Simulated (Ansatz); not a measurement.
**Abstraction of Cl: CCl3F + C4H9O → CCl2F + C4H9ClO**

Species: CCl3F (trichlorofluoromethane) `FC(Cl)(Cl)Cl`, singlet; C4H9O `[CH2]COCC`, doublet; CCl2F (dichlorofluoromethyl radical) `F[C](Cl)Cl`, doublet; C4H9ClO (2-chloroethyl ethyl ether) `CCOCCCl`, singlet. A radical takes Cl: the energy is the difference in strength between two C–Cl bonds in different surroundings.

Shapes, held fixed at every level: PBE0-D4/def2-TZVP. Flexible molecules stand in one conformer, not always the lowest. Programs: Ansatz 0.2.0. Electronic energies: no zero-point or thermal term.

(1) Estimate ΔE of this reaction.

Results:

(1) The highest level, CCSD(T)/CBS estimate, gives ΔE = -54.0 kJ/mol; the levels span -67.9 to -52.2. The column of differences is taken from that level and isn't an error. No measured value is set beside it here. Open shells run unrestricted. The CBS estimate extrapolates MP2 from def2-TZVPP and def2-QZVPP and adds CCSD(T) − MP2 in the triple-zeta set, cores frozen.

```json
{"level": "MP2/def2-TZVPP", "kind": "perturbation theory", "ΔE (kJ/mol)": "-52.2", "less CCSD(T)/CBS estimate": "+1.8"}
{"level": "HF/def2-TZVPP", "kind": "Hartree–Fock", "ΔE (kJ/mol)": "-67.9", "less CCSD(T)/CBS estimate": "-13.9"}
{"level": "PBE-D4/def2-TZVPP", "kind": "GGA", "ΔE (kJ/mol)": "-57.3", "less CCSD(T)/CBS estimate": "-3.3"}
{"level": "PBE0-D4/def2-TZVPP", "kind": "global hybrid", "ΔE (kJ/mol)": "-58.9", "less CCSD(T)/CBS estimate": "-4.9"}
{"level": "B2PLYP/def2-TZVPP", "kind": "double hybrid", "ΔE (kJ/mol)": "-61.0", "less CCSD(T)/CBS estimate": "-7.0"}
{"level": "CCSD(T)/def2-TZVPP", "kind": "coupled cluster or CI", "ΔE (kJ/mol)": "-56.6", "less CCSD(T)/CBS estimate": "-2.6"}
{"level": "CCSD/def2-TZVPP", "kind": "coupled cluster or CI", "ΔE (kJ/mol)": "-58.5", "less CCSD(T)/CBS estimate": "-4.5"}
{"level": "CCSD(T)/CBS estimate", "kind": "coupled cluster or CI", "ΔE (kJ/mol)": "-54.0", "less CCSD(T)/CBS estimate": "0.0"}
```
